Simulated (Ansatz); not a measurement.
Relaxation of C2H2F (5 atoms, charge 0, multiplicity 2), to a largest force component of 0.02 eV/Å in at most 40 steps.

Level of theory: Ansatz 0.2.0, UKS PBE0-D4/def2-SVP.

```xyz
5
Properties=species:S:1:pos:R:3:forces:R:3
C 0.554 -0.283 -0.061 -4.71 1.64 -1.24
C -0.671 0.289 0.085 -0.77 0.27 0.17
F -1.914 0.842 0.237 3.35 -1.53 -0.45
H 0.847 -0.698 -1.015 0.22 -0.37 -0.54
H 1.234 -0.224 0.712 1.91 0.00 2.06
```

Task: Where does it end, and by what steps?

Result: It converged. After 10 steps the energy has fallen by 1.307 eV; F3 moved furthest, 0.48 Å.

```
step  energy less start (eV)  largest force component (eV/Å)  accepted
   0                  0.0000                           4.706       yes
   1                 -0.1435                           1.902       yes
   2                 -0.3396                           0.628       yes
   3                 -0.6283                           2.142       yes
   4                 -1.0515                           1.313       yes
   5                 -1.1056                           2.488       yes
   6                 -1.2135                           1.436       yes
   7                 -1.2862                           0.298       yes
   8                 -1.3044                           0.160       yes
   9                 -1.3073                           0.065       yes
  10                 -1.3074                           0.003       yes
```

```xyz
5
Properties=species:S:1:pos:R:3
C 0.489 -0.200 0.009
C -0.601 0.399 0.444
F -1.732 0.631 -0.148
H 0.538 -0.602 -1.010
H 1.355 -0.302 0.664
```

The run took 37 s on 1 thread of Intel(R) Xeon(R) Platinum 8259CL CPU @ 2.50GHz (Skylake/Cascade Lake), with other jobs on the host, peak memory 0.14 GiB.
